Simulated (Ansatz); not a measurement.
Ideal-gas functions of `OCC=S` at 600 K and 1 bar, from an Ansatz frequency run at PBE0-D4/def2-TZVP.

Molar mass 76.12 g/mol, point group Cs (symmetry number 1), electronic degeneracy 1, moments of inertia 33.98, 125.627, 156.502 u Å². Harmonic wavenumbers (cm⁻¹, unscaled): 214, 257, 399, 649, 726, 863, 1001, 1089, 1192, 1244, 1293, 1380, 1426, 1462, 2969, 2981, 3116, 3623.

Use S(trans) = R[1.5 ln M + 2.5 ln T − 1.1517]; rotational temperatures θ = 24.2544 K / I; S(rot) = R[ln(√π/σ · √(T³/θAθBθC)) + 1.5]; for each mode x = 1.438777 ν̃/T, S = R[x/(eˣ − 1) − ln(1 − e⁻ˣ)] and H = RT x/(eˣ − 1); 1 cm⁻¹ = 0.0119627 kJ/mol; R = 8.31446 J/(mol·K).

Task: By hand: the entropy, in J/(mol·K).

Result: Translation 177.4. Rotation: θ = 0.7138, 0.1931, 0.155 K, giving 113.0. Vibration, mode by mode: 13.95, 12.47, 8.99, 5.43, 4.68, 3.61, 2.78, 2.35, 1.94, 1.75, 1.60, 1.35, 1.24, 1.16, 0.05, 0.05, 0.04, 0.01, in all 63.5. Electronic 0.0. Sum 353.9 J/(mol·K).

Task: By hand: H − E and G − E in kJ/mol, counted from the electronic energy.

Result: Zero-point energy ½ × 25884 × 0.0119627 = 154.8; thermal vibration 22.3; translation, rotation and pV give 4 RT = 20.0. H − E = 197.1 kJ/mol, and G − E = 197.1 − 600 × 353.9/1000 = -15.2 kJ/mol.

Vibration gives 18 % of the entropy. The sum counts one conformer and one mirror image; others add a mixing term.
